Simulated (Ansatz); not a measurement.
# SiNH3 (built from SMILES N[SiH]): a barrier at many levels of theory

Aim: the barrier and energy of one elementary step (H1–Si3 formed, H1–N2 broken) from LDA up to coupled cluster, on fixed structures, to see where each rung fails.

Computed with Ansatz 0.2.0, Gaussian basis. Level: single points in def2-TZVPP on PBE0-D4/def2-TZVP structures.

Levels: SPW92, PBE-D4, BLYP-D4, r2SCAN-D4, B97M-V, PBE0-D4, B3LYP-D4, r2SCAN0-D4, BHLYP-D4, CAM-B3LYP-D4, wB97X-V, wB97M-V, B2PLYP, PBE-QIDH, RPA on PBE, Hartree-Fock, MP2, CCSD, CCSD(T). The reference is CCSD(T) at the basis limit, from triple and quadruple zeta. Zero-point energies come from PBE0-D4 vibrations.

Correlated methods freeze the cores. B3LYP uses VWN-RPA correlation. B2PLYP carries no dispersion term here.

3 further runs of the same task are left out: 3 set aside as unsound or not needed.

## (1) The three structures

Charge 0, multiplicity 1. The folders r, ts and p hold the start, the saddle and the end; their coordinates stand in the first inputs.

```csv
pair,r (Å),ts (Å),p (Å)
H1–Si3,2.396,1.558,1.477
H1–N2,1.008,1.596,2.633
```

## (2) wB97M-V/def2-TZVPP

The input, r/in.yaml:

```yaml
crystal:
  periodic: [false, false, false]
  atoms:
    - {symbol: H, position_ang: [-0.178067, -1.487560, 0.326602]}
    - {symbol: N, position_ang: [-0.068292, -0.486534, 0.276500]}
    - {symbol: Si, position_ang: [0.106489, 0.322677, -1.216288]}
    - {symbol: H, position_ang: [0.216591, 1.710303, -0.576043]}
    - {symbol: H, position_ang: [-0.076721, -0.058887, 1.189230]}
basis:
  gaussian: {orbitals: def2-TZVPP}
hamiltonian: {xc: {name: wB97M-V}}
```

The input, ts/in.yaml:

```yaml
crystal:
  periodic: [false, false, false]
  atoms:
    - {symbol: H, position_ang: [-0.687460, -1.061771, -0.467691]}
    - {symbol: N, position_ang: [0.358036, -0.583014, 0.638514]}
    - {symbol: Si, position_ang: [0.234228, 0.131293, -0.861317]}
    - {symbol: H, position_ang: [-0.139091, 1.607694, -0.839269]}
    - {symbol: H, position_ang: [0.234286, -0.094201, 1.529763]}
basis:
  gaussian: {orbitals: def2-TZVPP}
hamiltonian: {xc: {name: wB97M-V}}
```

The input, p/in.yaml:

```yaml
crystal:
  periodic: [false, false, false]
  atoms:
    - {symbol: H, position_ang: [-0.736302, -0.975723, -1.351071]}
    - {symbol: N, position_ang: [0.306434, -0.519160, 1.023223]}
    - {symbol: Si, position_ang: [-0.162225, 0.003307, -0.406412]}
    - {symbol: H, position_ang: [-0.114134, 1.380910, -0.972711]}
    - {symbol: H, position_ang: [0.706226, 0.110665, 1.706970]}
basis:
  gaussian: {orbitals: def2-TZVPP}
hamiltonian: {xc: {name: wB97M-V}}
```

The command line of these runs was not kept.

Log of r, shortened:

```text
Functional definition: wB97M-V
  name "wB97M-V"
  cite "Mardirossian & Head-Gordon, J. Chem. Phys. 144, 214110 (2016) doi:10.1063/1.4952647"
  cite "Becke, J. Chem. Phys. 107, 8554 (1997) doi:10.1063/1.475007"
  cite "Vydrov & Van Voorhis, J. Chem. Phys. 133, 244103 (2010) doi:10.1063/1.3521275"
  # Of w^i u^j: cxij and so on, Table III.
[...]
  gx(w, u) = 1 - cx + cx01*u + cx10*w
  gss(w, u) = css00 + css04*u^4 + css10*w + css20*w^2 + css43*w^4*u^3
  gos(w, u) = cos00 + cos10*w + (cos20 + cos21*u)*w^2 + (cos60 + cos61*u)*w^6
[...]
      + integral(e_c_pw_mod_opposite_spin*gos(b97_w_opposite, b97_u_opposite)) + vv10(b, c)
623 factors; their error is unknown
145 factors; integrals over basis functions are off by at most 2.4e-5 eV
[...]
mean field -9415.67447515 eV, -346.0196547885 hartree, gradient 5.9e-5 eV, S^2 0.000000; 0 other end points of the search recorded, 0 dependent functions left out
reference -9415.67451220 eV, -346.0196561501 hartree; 12, 12 occupied and 103, 103 virtual orbitals, 623 factors
Total energy: -9415.67451220 eV, -346.0196561501 hartree
```

Output in ts, shortened:

```text
[... 5 set-up lines as earlier in the session ...]
  # Of w^i u^j: cxij and so on, Table III.
[...]
  gx(w, u) = 1 - cx + cx01*u + cx10*w
  gss(w, u) = css00 + css04*u^4 + css10*w + css20*w^2 + css43*w^4*u^3
  gos(w, u) = cos00 + cos10*w + (cos20 + cos21*u)*w^2 + (cos60 + cos61*u)*w^6
[...]
      + integral(e_c_pw_mod_opposite_spin*gos(b97_w_opposite, b97_u_opposite)) + vv10(b, c)
623 factors; their error is unknown
145 factors; integrals over basis functions are off by at most 1.1e-5 eV
[...]
mean field -9412.58014703 eV, -345.9059403274 hartree, gradient 2.1e-5 eV, S^2 0.000000; 0 other end points of the search recorded, 0 dependent functions left out
reference -9412.58018561 eV, -345.9059417450 hartree; 12, 12 occupied and 103, 103 virtual orbitals, 623 factors
Total energy: -9412.58018561 eV, -345.9059417450 hartree
```

p printed, shortened:

```text
[... 5 set-up lines as earlier in the session ...]
  # Of w^i u^j: cxij and so on, Table III.
[...]
  gx(w, u) = 1 - cx + cx01*u + cx10*w
  gss(w, u) = css00 + css04*u^4 + css10*w + css20*w^2 + css43*w^4*u^3
  gos(w, u) = cos00 + cos10*w + (cos20 + cos21*u)*w^2 + (cos60 + cos61*u)*w^6
[...]
      + integral(e_c_pw_mod_opposite_spin*gos(b97_w_opposite, b97_u_opposite)) + vv10(b, c)
623 factors; their error is unknown
145 factors; integrals over basis functions are off by at most 1.3e-5 eV
[...]
mean field -9414.87240017 eV, -345.9901790766 hartree, gradient 4.5e-5 eV, S^2 0.000000; 0 other end points of the search recorded, 0 dependent functions left out
reference -9414.87244054 eV, -345.9901805601 hartree; 12, 12 occupied and 103, 103 virtual orbitals, 623 factors
Total energy: -9414.87244054 eV, -345.9901805601 hartree
```

Wall times: 2.9 s (r), 3 s (ts), 2.8 s (p) on 2 threads, shared host; peak memory 0.19 GiB.

Barrier 298.6 kJ/mol; end less start +77.4 kJ/mol.

## (3) CCSD(T)/def2-TZVPP

Each input of step 2 (r, ts, p) changes in the same lines:

```diff
-hamiltonian: {xc: {name: wB97M-V}}
+correlation: {method: ccsd_t}
```

Output in r, shortened:

```text
Functional definition: HF
  name "HF"
  cite "Fock, Z. Phys. 61, 126 (1930) doi:10.1007/BF01340294"
  parent pbe
[...]
668 factors; integrals over basis functions are off by at most 1.1e-3 eV
[...]
mean field -9391.90034589 eV, -345.1459716529 hartree, gradient 7.5e-7 eV, S^2 0.000000; 0 other end points of the search recorded, 0 dependent functions left out; unrestricted orbitals would lower it
6 core orbitals not correlated: weight in the atoms' cores, before any rotation towards them, 1.000 or more for the frozen orbitals, at most 0.000 for the correlated occupied ones
reference -9391.90034589 eV, -345.1459716529 hartree; 6, 6 occupied and 103, 103 virtual orbitals, 668 factors
second order -8.80944203 eV of doubles, -0.00000000 eV of singles
cycle   1  -9.17806612 eV  change   -3.7e-1 eV  update   7.6e-2
[...]
cycle  10  -9.51634326 eV  change    4.0e-6 eV  update   6.9e-6
perturbative correction -0.36940632 eV, -0.0135754319 hartree
Total energy: -9401.78609547 eV, -345.5092662491 hartree
```

Log of ts, shortened:

```text
[... 4 set-up lines as earlier in the session ...]
[...]
669 factors; integrals over basis functions are off by at most 1.1e-3 eV
[...]
mean field -9388.16076207 eV, -345.0085444823 hartree, gradient 2.6e-6 eV, S^2 0.000000; 0 other end points of the search recorded, 0 dependent functions left out; unrestricted orbitals would lower it
6 core orbitals not correlated: weight in the atoms' cores, before any rotation towards them, 1.000 or more for the frozen orbitals, at most 0.000 for the correlated occupied ones
reference -9388.16076207 eV, -345.0085444823 hartree; 6, 6 occupied and 103, 103 virtual orbitals, 669 factors
second order -9.53136689 eV of doubles, -0.00000000 eV of singles
cycle   1  -9.63512105 eV  change   -1.0e-1 eV  update   1.0e-1
[...]
cycle  14  -10.12806285 eV  change    8.4e-6 eV  update   5.0e-6
perturbative correction -0.54439032 eV, -0.0200059751 hartree
Total energy: -9398.83321524 eV, -345.4007499020 hartree
```

p printed, shortened:

```text
[... 4 set-up lines as earlier in the session ...]
[...]
667 factors; integrals over basis functions are off by at most 7.8e-4 eV
[...]
mean field -9391.01180349 eV, -345.1133183219 hartree, gradient 1.5e-6 eV, S^2 0.000000; 0 other end points of the search recorded, 0 dependent functions left out
6 core orbitals not correlated: weight in the atoms' cores, before any rotation towards them, 1.000 or more for the frozen orbitals, at most 0.000 for the correlated occupied ones
reference -9391.01180349 eV, -345.1133183219 hartree; 6, 6 occupied and 103, 103 virtual orbitals, 667 factors
second order -9.13574787 eV of doubles, -0.00000000 eV of singles
cycle   1  -9.25576101 eV  change   -1.2e-1 eV  update   9.0e-2
[...]
cycle  11  -9.64419906 eV  change   -8.5e-6 eV  update   5.9e-6
perturbative correction -0.43880149 eV, -0.0161256573 hartree
Total energy: -9401.09480404 eV, -345.4838617575 hartree
```

They took 3.1 s (r), 3.5 s (ts), 2.9 s (p) on 2 threads, shared host; peak memory 0.43 GiB.

At this level: barrier 284.9 kJ/mol, step energy +66.7 kJ/mol.

## (4) MP2/def2-QZVPP

Each input of step 3 (r, ts, p) changes in the same lines:

```diff
-  gaussian: {orbitals: def2-TZVPP}
-correlation: {method: ccsd_t}
+  gaussian: {orbitals: "def2-QZVPP.json"}
+correlation: {method: mp2}
```

The basis file named in the input lies beside it (Basis Set Exchange, JSON).

Log of r:

```text
[... 4 set-up lines as earlier in the session ...]
  exchange = exact_x
  correlation = 0
1279 factors; integrals over basis functions are off by at most 1.3e-3 eV
mean field evaluation 1: about -9389.6967 eV, gradient 3.5e1 eV
mean field evaluation 2: about -9389.6979 eV, gradient 3.5e1 eV
mean field evaluation 4: about -9392.1884 eV, gradient 2.6e0 eV
mean field evaluation 8: about -9392.2192 eV, gradient 1.2e-1 eV
mean field -9392.21934768 eV, -345.1576947523 hartree, gradient 9.7e-6 eV, S^2 0.000000; 0 other end points of the search recorded, 0 dependent functions left out; unrestricted orbitals would lower it
mean field evaluation 16: about -9392.2081 eV, gradient 2.2e-1 eV
6 core orbitals not correlated: weight in the atoms' cores, before any rotation towards them, 1.000 or more for the frozen orbitals, at most 0.000 for the correlated occupied ones
reference -9392.21934768 eV, -345.1576947523 hartree; 6, 6 occupied and 205, 205 virtual orbitals, 1279 factors
second order -9.44551601 eV of doubles, -0.00000000 eV of singles
Total energy: -9401.66486369 eV, -345.5048110631 hartree
```

Output in ts:

```text
[... 6 set-up lines as earlier in the session ...]
1287 factors; integrals over basis functions are off by at most 8.1e-4 eV
mean field evaluation 1: about -9383.4664 eV, gradient 4.4e1 eV
mean field evaluation 2: about -9383.4678 eV, gradient 4.4e1 eV
mean field evaluation 4: about -9388.3086 eV, gradient 3.6e0 eV
mean field evaluation 8: about -9388.4883 eV, gradient 5.2e-1 eV
mean field -9388.49109121 eV, -345.0206838542 hartree, gradient 1.6e-6 eV, S^2 0.000000; 0 other end points of the search recorded, 0 dependent functions left out; unrestricted orbitals would lower it
mean field evaluation 16: about -9388.5275 eV, gradient 8.8e0 eV
6 core orbitals not correlated: weight in the atoms' cores, before any rotation towards them, 1.000 or more for the frozen orbitals, at most 0.000 for the correlated occupied ones
reference -9388.49109121 eV, -345.0206838542 hartree; 6, 6 occupied and 205, 205 virtual orbitals, 1287 factors
second order -10.16811645 eV of doubles, -0.00000000 eV of singles
Total energy: -9398.65920766 eV, -345.3943552416 hartree
```

p printed:

```text
[... 6 set-up lines as earlier in the session ...]
1281 factors; integrals over basis functions are off by at most 5.8e-4 eV
mean field evaluation 1: about -9387.0007 eV, gradient 4.4e1 eV
mean field evaluation 2: about -9387.0018 eV, gradient 4.4e1 eV
mean field evaluation 4: about -9391.2934 eV, gradient 3.2e0 eV
mean field evaluation 8: about -9391.3453 eV, gradient 3.2e-1 eV
mean field -9391.34655487 eV, -345.1256202080 hartree, gradient 2.3e-6 eV, S^2 0.000000; 0 other end points of the search recorded, 0 dependent functions left out
6 core orbitals not correlated: weight in the atoms' cores, before any rotation towards them, 1.000 or more for the frozen orbitals, at most 0.000 for the correlated occupied ones
reference -9391.34655487 eV, -345.1256202080 hartree; 6, 6 occupied and 205, 205 virtual orbitals, 1281 factors
second order -9.77418575 eV of doubles, -0.00000000 eV of singles
Total energy: -9401.12074061 eV, -345.4848149090 hartree
```

Wall times: 3.7 s (r), 3.9 s (ts), 3.3 s (p) on 2 threads, shared host; peak memory 0.44 GiB.

At this level: barrier 290.0 kJ/mol, step energy +52.5 kJ/mol.

## (5) Vibrations of the start structure

The input, vib-r/in.yaml:

```yaml
crystal:
  periodic: [false, false, false]
  atoms:
    - {symbol: H, position_ang: [-0.178067, -1.487560, 0.326602]}
    - {symbol: N, position_ang: [-0.068292, -0.486534, 0.276500]}
    - {symbol: Si, position_ang: [0.106489, 0.322677, -1.216288]}
    - {symbol: H, position_ang: [0.216591, 1.710303, -0.576043]}
    - {symbol: H, position_ang: [-0.076721, -0.058887, 1.189230]}
basis:
  gaussian: {orbitals: def2-TZVP}
hamiltonian: {xc: pbe0, dispersion: d4}
phonons: {temperatures: {t_min: 298.15, t_max: 900, t_step: 200}}
```

What it wrote, shortened:

```text
Functional definition: PBE0
  name "PBE0"
  cite "Adamo & Barone, J. Chem. Phys. 110, 6158 (1999) doi:10.1063/1.478522"
  cite "Perdew, Burke & Ernzerhof, Phys. Rev. Lett. 77, 3865 (1996) doi:10.1103/PhysRevLett.77.3865"
[... 1 set-up line as earlier in the session ...]
[...]
555 factors; their error is unknown
[...]
mean field -9411.63174328 eV, -345.8710871326 hartree, gradient 2.3e-5 eV, S^2 0.000000; 0 other end points of the search recorded, 0 dependent functions left out
[...]
reference -9411.63176692 eV, -345.8710880013 hartree; 12, 12 occupied and 74, 74 virtual orbitals, 555 factors
[... from here to the last solve, the lines of the solves are left out (29 solves) ...]
555 factors; their error is unknown
mean field -9411.63162280 eV, -345.8710827050 hartree, gradient 2.0e-6 eV, S^2 0.000000; 0 other end points of the search recorded, 0 dependent functions left out
[...]
reference -9411.63164644 eV, -345.8710835736 hartree; 12, 12 occupied and 74, 74 virtual orbitals, 555 factors
Total energy: -9411.68263913 eV, -345.8729575203 hartree
Atom 0 at    -0.178067    -1.487560     0.326602 Å, force     0.000021     0.000049     0.000042 eV/Å
Atom 1 at    -0.068292    -0.486534     0.276500 Å, force     0.000016    -0.000071    -0.000053 eV/Å
Atom 2 at     0.106489     0.322677    -1.216288 Å, force    -0.000029     0.000016    -0.000075 eV/Å
Atom 3 at     0.216591     1.710303    -0.576043 Å, force     0.000024    -0.000012     0.000040 eV/Å
Atom 4 at    -0.076721    -0.058887     1.189230 Å, force    -0.000033     0.000018     0.000046 eV/Å
Dipole moment:    -0.043188    -0.182568     0.400294 e Å
Vibrations: 585.32 694.21 742.91 874.69 960.08 1590.95 1998.82 3583.92 3682.39 cm⁻¹, zero-point energy 0.912108 eV
```

Wall time 16 s (2 threads, shared host); peak memory 0.12 GiB.

The modes, with what each moves most:

```csv
mode,wavenumber (cm⁻¹),character
1,585,torsion with out-of-plane bend
2,694,bend
3,743,torsion
4,875,Si–N stretch
5,960,bend
6,1591,bend
7,1999,Si–H stretch
8,3584,N–H stretch
9,3682,N–H stretch
```

Vibrational sums (real modes only):

```csv
T (K),entropy (J/mol/K),heat capacity (J/mol/K)
298,5.5,15.4
498,17.3,30.6
698,29.3,40.2
898,40.3,47.0
```

## (6) Vibrations of the end structure

The input, vib-p/in.yaml:

```yaml
crystal:
  periodic: [false, false, false]
  atoms:
    - {symbol: H, position_ang: [-0.736302, -0.975723, -1.351071]}
    - {symbol: N, position_ang: [0.306434, -0.519160, 1.023223]}
    - {symbol: Si, position_ang: [-0.162225, 0.003307, -0.406412]}
    - {symbol: H, position_ang: [-0.114134, 1.380910, -0.972711]}
    - {symbol: H, position_ang: [0.706226, 0.110665, 1.706970]}
basis:
  gaussian: {orbitals: def2-TZVP}
hamiltonian: {xc: pbe0, dispersion: d4}
phonons: {temperatures: {t_min: 298.15, t_max: 900, t_step: 200}}
```

What it wrote, shortened:

```text
[... 5 set-up lines as earlier in the session ...]
[...]
555 factors; their error is unknown
[...]
mean field -9410.89534998 eV, -345.8440251777 hartree, gradient 2.7e-5 eV, S^2 0.000000; 0 other end points of the search recorded, 0 dependent functions left out
[...]
reference -9410.89537456 eV, -345.8440260812 hartree; 12, 12 occupied and 74, 74 virtual orbitals, 555 factors
[... from here to the last solve, the lines of the solves are left out (29 solves) ...]
555 factors; their error is unknown
mean field -9410.89527657 eV, -345.8440224802 hartree, gradient 6.8e-7 eV, S^2 0.000000; 0 other end points of the search recorded, 0 dependent functions left out
[...]
reference -9410.89530116 eV, -345.8440233837 hartree; 12, 12 occupied and 74, 74 virtual orbitals, 555 factors
Total energy: -9410.94731765 eV, -345.8459349546 hartree
Atom 0 at    -0.736302    -0.975723    -1.351071 Å, force     0.000063     0.000122     0.000112 eV/Å
Atom 1 at     0.306434    -0.519160     1.023223 Å, force    -0.000017    -0.000028    -0.000052 eV/Å
Atom 2 at    -0.162225     0.003307    -0.406412 Å, force    -0.000031    -0.000184    -0.000001 eV/Å
Atom 3 at    -0.114134     1.380910    -0.972711 Å, force    -0.000003     0.000064    -0.000039 eV/Å
Atom 4 at     0.706226     0.110665     1.706970 Å, force    -0.000012     0.000026    -0.000020 eV/Å
Dipole moment:    -0.058941     0.374985    -0.333876 e Å
Vibrations: 572.19 607.53 749.78 761.45 982.45 1145.70 2200.58 2282.53 3616.89 cm⁻¹, zero-point energy 0.800883 eV
```

Run time: 15 s. Hardware: 2 threads, shared host; peak memory 0.12 GiB.

The modes, with what each moves most:

```csv
mode,wavenumber (cm⁻¹),character
1,572,bend
2,608,torsion with out-of-plane bend
3,750,bend
4,761,torsion
5,982,bend
6,1146,Si–N stretch
7,2201,Si–H stretch
8,2283,Si–H stretch
9,3617,N–H stretch
```

Vibrational sums (real modes only):

```csv
T (K),entropy (J/mol/K),heat capacity (J/mol/K)
298,6.6,17.6
498,19.8,33.6
698,32.8,43.5
898,44.6,50.4
```

## (7) All levels side by side

Levels not printed above were run the same way.

The basis limit takes Hartree-Fock with exponent 7.88 and MP2 correlation with exponent 2.97 from the triple- and quadruple-zeta runs, and adds the coupled-cluster step over MP2 from triple zeta. Where a quadruple-zeta run was CCSD(T), only its Hartree-Fock and MP2 parts are used.

Rows are in def2-TZVPP; times add the 3 runs of a level on a shared host, so small differences are noise.

The saddle's own vibrations were run with its search: 1415i cm⁻¹, zero-point energy 0.715 eV.

The barrier:

Differences are taken before rounding.

```csv
method,rung,barrier (kJ/mol),from CCSD(T)/CBS (kJ/mol),time
SPW92,LDA,257.7,-25.9,1.4 s
PBE-D4,GGA,257.8,-25.8,2 s
BLYP-D4,GGA,261.0,-22.5,2.1 s
r2SCAN-D4,meta-GGA,268.7,-14.9,4.5 s
B97M-V,meta-GGA,276.4,-7.1,8.3 s
PBE0-D4,hybrid,286.0,+2.4,2.5 s
B3LYP-D4,hybrid,284.2,+0.7,2.6 s
r2SCAN0-D4,hybrid,292.1,+8.6,4.9 s
BHLYP-D4,hybrid,316.8,+33.3,2.6 s
CAM-B3LYP-D4,range-separated hybrid,299.6,+16.1,2.9 s
wB97X-V,range-separated hybrid,301.2,+17.7,7.7 s
wB97M-V,range-separated hybrid,298.6,+15.0,8.7 s
B2PLYP,double hybrid,285.4,+1.8,4 s
PBE-QIDH,double hybrid,298.9,+15.4,4.1 s
RPA on PBE,RPA,276.6,-6.9,4.9 s
Hartree-Fock,wavefunction,360.8,+77.3,
MP2,wavefunction,291.2,+7.6,
CCSD,wavefunction,301.8,+18.2,
CCSD(T),wavefunction,284.9,+1.4,9.4 s
CCSD(T)/CBS,,283.6,0,20 s
```

Among the levels timed on like hardware and quicker than the yardstick, those that no quicker one beats, quickest first: SPW92 (1.4 s, -25.9 kJ/mol); PBE-D4 (2 s, -25.8 kJ/mol); BLYP-D4 (2.1 s, -22.5 kJ/mol); PBE0-D4 (2.5 s, +2.4 kJ/mol); B3LYP-D4 (2.6 s, +0.7 kJ/mol).

B3LYP-D4 reaches 0.7 kJ/mol from the reference in 2.6 s, where CCSD(T)/CBS took 20 s; the quickest level in the cost chart, SPW92, takes 1.4 s and misses by 25.9 kJ/mol.

The step energy:

Differences are taken before rounding.

```csv
method,rung,step energy (kJ/mol),from CCSD(T)/CBS (kJ/mol)
SPW92,LDA,71.0,+6.4
PBE-D4,GGA,63.7,-0.9
BLYP-D4,GGA,59.8,-4.8
r2SCAN-D4,meta-GGA,56.9,-7.7
B97M-V,meta-GGA,69.0,+4.5
PBE0-D4,hybrid,72.2,+7.6
B3LYP-D4,hybrid,67.4,+2.8
r2SCAN0-D4,hybrid,66.9,+2.4
BHLYP-D4,hybrid,76.6,+12.0
CAM-B3LYP-D4,range-separated hybrid,72.0,+7.4
wB97X-V,range-separated hybrid,70.6,+6.0
wB97M-V,range-separated hybrid,77.4,+12.8
B2PLYP,double hybrid,61.5,-3.0
PBE-QIDH,double hybrid,67.8,+3.2
RPA on PBE,RPA,66.4,+1.8
Hartree-Fock,wavefunction,85.7,+21.2
MP2,wavefunction,54.2,-10.3
CCSD,wavefunction,73.4,+8.8
CCSD(T),wavefunction,66.7,+2.1
CCSD(T)/CBS,,64.6,0
```

## (8) Outcome

| quantity | value |
| --- | --- |
| barrier, CCSD(T)/CBS | 283.6 kJ/mol |
| reverse barrier, CCSD(T)/CBS | 219.0 kJ/mol |
| step energy, CCSD(T)/CBS | +64.6 kJ/mol |
| barrier with zero-point energy | 264.6 kJ/mol |
| step energy with zero-point energy | +53.8 kJ/mol |
| imaginary mode at the saddle | 1415i cm⁻¹ |
| largest T1 diagnostic | 0.028 |

What this shows: B3LYP-D4 is the best functional here (+0.7 kJ/mol from CCSD(T)/CBS); BHLYP-D4 is the worst (+33.3 kJ/mol). Mean unsigned error by rung: LDA 25.9, GGA 24.2, meta-GGA 11.0, hybrid 11.2, range-separated hybrid 16.2, double hybrid 8.6 kJ/mol. PBE-D4 gives a barrier 25.8 kJ/mol too low, outside chemical accuracy (1 kcal/mol, 4.2 kJ/mol). Every functional without exact exchange puts the barrier too low, the usual mark of self-interaction error, which favours the spread-out density of a saddle. The barrier rises with the share of exact exchange, from BLYP-D4 through B3LYP-D4 to BHLYP-D4 (-22.5, +0.7, +33.3 kJ/mol). Hartree-Fock, with no correlation, is off by +77.3 kJ/mol. Zero-point motion lowers the barrier by 19.0 kJ/mol. The T1 diagnostic is large here, over the usual mark for main-group molecules (transition-metal compounds often pass it harmlessly), so CCSD(T) itself may be off. The restricted Hartree–Fock reference is unstable towards an unrestricted one at one or more of these structures.
